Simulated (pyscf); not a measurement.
`[BH2][OH]` + `[FH]` → `[OH][BH][F]` + `[H][H]` (four-centre exchange; singlet surface; B–H, F–H broken, B–F, H–H formed). Structures and frequencies: ωB97X-D3(BJ)/def2-SVP in PySCF. Energies in kcal/mol from the separated reactants.

| level | barrier | reaction energy |
|---|---|---|
| ωB97X-D3(BJ)/def2-TZVP | ? | -33.3 |
| r²SCAN/def2-TZVP | 13.9 | -35.9 |
| PBE0-D3(BJ)/def2-TZVP | 16.2 | -33.0 |
| M06-2X/def2-TZVP | 19.7 | -35.5 |
| ωB97M-D3(BJ)/def2-TZVP | ? | ? |
| HF/def2-TZVP | 37.3 | -33.3 |

**Question.** Some entries are withheld; supply them.

**Answer.** 
- ωB97X-D3(BJ)/def2-TZVP, barrier: 19.6
- ωB97M-D3(BJ)/def2-TZVP, barrier: 19.1
- ωB97M-D3(BJ)/def2-TZVP, reaction energy: -33.6

The functionals in the table span 5.8 kcal/mol in this barrier, from r²SCAN to M06-2X. The same reactants have a lower exit, to H₂B–F + H₂O (barrier +10.5 kcal/mol at ωB97M-D3(BJ)/def2-TZVP, against +19.1 kcal/mol here). This is the saddle that the search found; another between the same sides may lie lower.
